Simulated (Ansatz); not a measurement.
```xyz
14

C     1.4109   -1.1564   -0.4045
C     0.4001   -0.5395   -1.2930
O    -0.8847   -0.4279   -0.7306
C    -1.0955    0.7231    0.0559
C    -0.4895    0.6596    1.4435
H     2.4669   -1.0421   -0.6160
H     1.1013   -1.8793    0.3392
H     0.7494    0.4436   -1.6490
H     0.2689   -1.1573   -2.1960
H    -0.7214    1.6086   -0.4801
H    -2.1815    0.8241    0.1311
H     0.6010    0.6186    1.4080
H    -0.8483   -0.2225    1.9780
H    -0.7777    1.5474    2.0135
```

Charge 0, multiplicity 2.

Q: List the r2SCAN/def2-TZVPP orbital energies in eV (Ansatz). (Best estimate.)

A: Computed: α occupied: -515.72, -274.38, -274.21, -273.25, -272.68, -27.21, -20.10, -19.07, -16.36, -15.15, -12.46, -12.37, -11.55, -10.46, -10.20, -10.07, -9.27, -8.91, -7.58, -6.20, -5.18. α empty: 1.37, 1.88, 2.30, 2.59, 2.70, 3.02, 3.51, 3.59. β occupied: -515.71, -274.41, -274.21, -272.80, -272.67, -27.20, -19.92, -18.67, -15.99, -14.85, -12.37, -12.30, -11.44, -10.30, -10.06, -9.98, -9.20, -8.75, -7.54, -6.13. β empty: -1.84, 1.47, 2.00, 2.52, 2.75, 2.89, 3.29, 3.59. ⟨S²⟩ = 0.757.
